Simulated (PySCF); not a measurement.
## Dipole moment and polarisability of `CC1COC1`

C4H8O.
Structure used (GFN2-xTB), in Å, numbered top down from 1:
```xyz
13
C4H8O angstrom
C      1.3543   -0.6436   -0.0193
C      0.0461   -0.0425   -0.4956
C     -1.2317   -0.5506    0.1878
O     -1.5353    0.7570    0.6784
C     -0.3477    1.3125    0.1099
H      1.4383   -1.6760   -0.3525
H      1.4098   -0.6244    1.0667
H      2.1949   -0.0805   -0.4194
H     -0.0076   -0.0635   -1.5849
H     -1.0682   -1.2602    1.0046
H     -2.0158   -0.9288   -0.4739
H      0.3315    1.6886    0.8809
H     -0.5731    2.1124   -0.6003
```

Level: PBE0/def2-SVPD (PySCF), static field, nuclei fixed, core orbitals frozen in the response. The polarisability tensor in these axes (au):

```
x   52.99  0.02 -0.62
y    0.02 53.08 -0.01
z   -0.62 -0.01 45.81
```

Question: Give the principal values, the mean and the anisotropy Δα = √{½[(α1 − α2)² + (α2 − α3)² + (α1 − α3)²]}.

Answer: Principal values 45.76, 53.03 and 53.09 au; mean 50.63 au = 7.50 Å³ = 8.35 × 10⁻⁴⁰ C²·m²/J; Δα = 7.31 au (14 % of the mean).

Question: What is the dipole moment, and where does it point?

Answer: (1.55, -0.78, -1.13) D, 2.07 D in size, pointing from the negative to the positive side. Measured along this direction, the outermost atoms are O4 at the negative end and H6 and H8 at the positive end.

Question: Find the Langevin capture rate constant for H3O+ (19.018 u) meeting this molecule (72.058 u), k = 2.342 × 10⁻⁹ cm³/s × √(α in Å³ / reduced mass in u).

Answer: The reduced mass is 15.05 u, so k = 1.65 × 10⁻⁹ cm³/s. The formula leaves out the permanent dipole, which adds to the capture rate.

Question: In TDDFT the mean static polarisability is Σ f/ω² over all singlet excitations (ω in hartree). How much of it do the 8 lowest give? Their energies (eV) and oscillator strengths: 6.82, 0.0176; 6.90, 0.0035; 7.51, 0.0000; 7.57, 0.0081; 8.18, 0.0020; 8.22, 0.0131; 8.42, 0.0190; 8.57, 0.0304.

Answer: They add up to 1.11 au, 2.2 % of the 50.63 au; the largest single term is 0.31 au, from the state at 8.57 eV. Terms in order: 0.28, 0.05, 0.00, 0.10, 0.02, 0.14, 0.20, 0.31 au. Higher excitations give the rest. The strengths listed sum to 0.094.

Question: In a dilute gas of rigid molecules at 250 K, how does the orientational term μ²/3kT compare with the electronic polarisability?

Answer: In Gaussian units μ²/3kT = 41.57 Å³ against 7.50 Å³, a ratio of 5.54; the Debye molar polarisation (4π/3)N_A(α + μ²/3kT) is 123.8 cm³/mol, leaving out the vibrational part.

Geometry: GFN2-xTB; no solvent, vibrations or thermal averaging.
